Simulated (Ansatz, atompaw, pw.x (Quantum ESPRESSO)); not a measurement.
# What a changed setting does to a pw.x run (fcc Al)

Potential: PAW, atompaw 4.2.0.5, PBEsol; core [Ne], reference 3s2 3p1; waves: 3s (bound): rc 2.30 bohr; 3s channel at 4.05 Ry: rc 2.75 bohr; 3p (bound): rc 2.75 bohr; 3p channel at 1.4 Ry: rc 2.75 bohr; 3d channel at -0.15 Ry: rc 2.75 bohr; 3d channel at 0.8 Ry: rc 2.75 bohr; local part: bessel scheme, radius 2.10 bohr; core correction: smooth core density matched at 1.60 bohr; augmentation: besselshape compensation charge, radius 2.10 bohr; PAW radius 2.75 bohr; waves and projectors: custom polynom2 7 10 vanderbiltortho.

The reference run (k-mesh 14³, cutoffs 40/400 Ry, Fermi–Dirac 0.01 Ry, mixing_beta 0.4, conv_thr 1e-9, no spin) gives -0.57 GPa at 16.207 Å³/atom, where all-electron LAPW gives -0.16 GPa. This run, with its own iteration cap, changes k-mesh points per axis to 3.

```
&control
  calculation='scf', prefix='x', pseudo_dir='./', outdir='./tmp', tstress=.true., disk_io='none'
/
&system
  ibrav=0, nat=1, ntyp=1, ecutwfc=40, ecutrho=400, nbnd=8,
  occupations='smearing', smearing='fd', degauss=0.01
/
&electrons
  conv_thr=1e-09, mixing_beta=0.4, electron_maxstep=50
/
ATOMIC_SPECIES
Al 1.0 Al.UPF
CELL_PARAMETERS angstrom
  0.00000000 2.00858807 2.00858807
  2.00858807 0.00000000 2.00858807
  2.00858807 2.00858807 0.00000000
ATOMIC_POSITIONS crystal
Al 0.0000 0.0000 0.0000
K_POINTS automatic
3 3 3 0 0 0
```

```bash
pw.x < Al.scf.in > Al.scf.out
```

How does the run end?

It converges in 13 iterations; the free energy moves by +543.4 meV/atom and the pressure by -1.15 GPa.

```
Message from routine setup:
     using ibrav=0 with symmetry is DISCOURAGED, use correct ibrav instead
     lattice parameter (alat)  =       5.3679  a.u.
     unit-cell volume          =     109.3703 (a.u.)^3
     number of electrons       =         3.00
     number of Kohn-Sham states=            8
     kinetic-energy cutoff     =      40.0000  Ry
     charge density cutoff     =     400.0000  Ry
     scf convergence threshold =      1.0E-09
     Exchange-correlation= SLA PW PSX PSC
     number of k points=     4  Fermi-Dirac smearing, width (Ry)=  0.0100
     iteration #  1     ecut=    40.00 Ry     beta= 0.40
     total energy              =     -38.47745109 Ry
     estimated scf accuracy    <       0.00577071 Ry
     iteration #  2     ecut=    40.00 Ry     beta= 0.40
     total energy              =     -38.47841381 Ry
     estimated scf accuracy    <       0.00214417 Ry
     iteration #  3     ecut=    40.00 Ry     beta= 0.40
     total energy              =     -38.47846478 Ry
     estimated scf accuracy    <       0.00000744 Ry
     iteration #  4     ecut=    40.00 Ry     beta= 0.40
     total energy              =     -38.47851207 Ry
     estimated scf accuracy    <       0.00000210 Ry
     iteration #  5     ecut=    40.00 Ry     beta= 0.40
     total energy              =     -38.47851232 Ry
     estimated scf accuracy    <       0.00000223 Ry
     iteration #  6     ecut=    40.00 Ry     beta= 0.40
     total energy              =     -38.47851210 Ry
     estimated scf accuracy    <       0.00000510 Ry
     iteration #  7     ecut=    40.00 Ry     beta= 0.40
     total energy              =     -38.47851220 Ry
     estimated scf accuracy    <       0.00000003 Ry
     iteration #  8     ecut=    40.00 Ry     beta= 0.40
     total energy              =     -38.47851222 Ry
     estimated scf accuracy    <          8.1E-09 Ry
     iteration #  9     ecut=    40.00 Ry     beta= 0.40
     total energy              =     -38.47851223 Ry
     estimated scf accuracy    <       0.00000001 Ry
     iteration # 10     ecut=    40.00 Ry     beta= 0.40
     total energy              =     -38.47851223 Ry
     estimated scf accuracy    <          4.0E-09 Ry
     iteration # 11     ecut=    40.00 Ry     beta= 0.40
     total energy              =     -38.47851223 Ry
     estimated scf accuracy    <          1.5E-09 Ry
     iteration # 12     ecut=    40.00 Ry     beta= 0.40
     total energy              =     -38.47851223 Ry
     estimated scf accuracy    <          1.8E-09 Ry
     iteration # 13     ecut=    40.00 Ry     beta= 0.40
     the Fermi energy is     8.0254 ev
!    total energy              =     -38.47851223 Ry
     estimated scf accuracy    <          4.3E-11 Ry
     smearing contrib. (-TS)   =      -0.00390289 Ry
     The total energy is F=E-TS. E is the sum of the following terms:
     one-electron contribution =       3.26769439 Ry
     hartree contribution      =       0.00692396 Ry
     xc contribution           =      -2.38086816 Ry
     ewald contribution        =      -5.43561944 Ry
     one-center paw contrib.   =     -33.93274009 Ry
     convergence has been achieved in  13 iterations
          total   stress  (Ry/bohr**3)                   (kbar)     P=      -17.24
     Message from routine punch:
     Nothing written, as per user request (disk_io='none')
```

The run took about 4.3 s on one core of a shared host (AMD EPYC 9R45 96-Core Processor, 96 threads, 376 GiB, load 77).
